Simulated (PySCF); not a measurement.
C₃H₂F₂O.
Atom-mapped SMILES: `[F:1][C:2]1=[C:3]([F:4])[O:5][CH2:6]1`

Cartesian coordinates in Å at the GFN2-xTB level; atoms count from 1:
```xyz
8
C3H2F2O angstrom
F      0.838    1.917    0.278
C      0.416    0.668    0.097
C      0.938   -0.545   -0.063
F      2.108   -1.136   -0.127
O     -0.251   -1.228   -0.177
C     -0.945    0.031   -0.015
H     -1.563    0.027    0.881
H     -1.531    0.275   -0.899
```

Definitions: NICS(0) = −σiso at the ring centroid; NICS(1) = −σiso and NICS(1)zz = −σzz at ±1 Å along the ring normal z. Level: GIAO PBE0/pcSseg-1 (PySCF, non-relativistic, gas phase) on the GFN2-xTB geometry, one conformer.

Ring bond lengths (Å), with Mayer bond orders in brackets: C2–C3 1.330 (1.69), C3–O5 1.375 (1.00), O5–C6 1.447 (0.88), C6–C2 1.506 (1.02).

Question: What do the NICS probes read (ppm)?

Answer: 
```tsv
ring	type	NICS(0)	NICS(1), two faces	NICS(1)zz, two faces	rms pucker (Å)	centre to ring atoms, mean (Å)
C2–C3–O5–C6	4-membered ring with O; formal bonds 1 double, 3 single	-18.4	-2.9 / -2.9	-6.3 / -6.2	0.00	1.00
```

Question: What can be read from them?

Answer: 
- C2–C3–O5–C6: mean NICS(1)zz -6.3 ppm, shielded. C6 has four or more neighbours, so the value isn't read as a sign of a π ring current. NICS(0) lies 15 ppm below the mean NICS(1).

Question: At the first NICS(1) probe listed for ring C2–C3–O5–C6, 1 Å off the ring, what do the in-plane components average?

Answer: The isotropic value is a third of the trace: (3 × -2.9 − (-6.3))/2 = -1.2 ppm.
